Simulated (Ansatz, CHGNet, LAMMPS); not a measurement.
# How well does each level of theory give the transverse phonon frequency at X of fcc Al?

Reference value: 193 cm⁻¹ (measured, temperature not stated, no zero-point or thermal correction; as tabulated in Savrasov and Savrasov (1996), arXiv:cond-mat/9604124).

Q: Put these levels in order of the transverse phonon frequency at X that they give for fcc Al, smallest first: CHGNet-r²SCAN, MEAM library.meam-Al (LAMMPS), r²SCAN+rVV10 (Ansatz, a quantum-chemistry and plane-wave program).

A: CHGNet-r²SCAN (107 cm⁻¹), r²SCAN+rVV10 (224 cm⁻¹), MEAM library.meam-Al (253 cm⁻¹)

Unless a cell is named, each level is at its own relaxed cell (MEAM library.meam-Al 16.61, CHGNet-r²SCAN 15.83, r²SCAN+rVV10 15.84 Å³/atom).

Differences against the reference: MEAM library.meam-Al +31 %, CHGNet-r²SCAN -45 %, r²SCAN+rVV10 +16.1 %.

The reference isn't brought to a static lattice, while the calculations are for one, so the differences are not the levels' errors alone.  Each level is taken at its own relaxed cell. Ansatz's density-functional and Hartree–Fock values are scalar-relativistic unless marked +SOC, with PAW data made under PBE.

Empirical potentials (MEAM library.meam-Al) are fitted to chosen data: where that held the value shown, agreement is built in, and what lay outside the fit can be far off. Machine-learned potentials (CHGNet-r²SCAN) are trained on DFT data: a solid inside that data is no test of them.

Differences are worked out from the printed values.
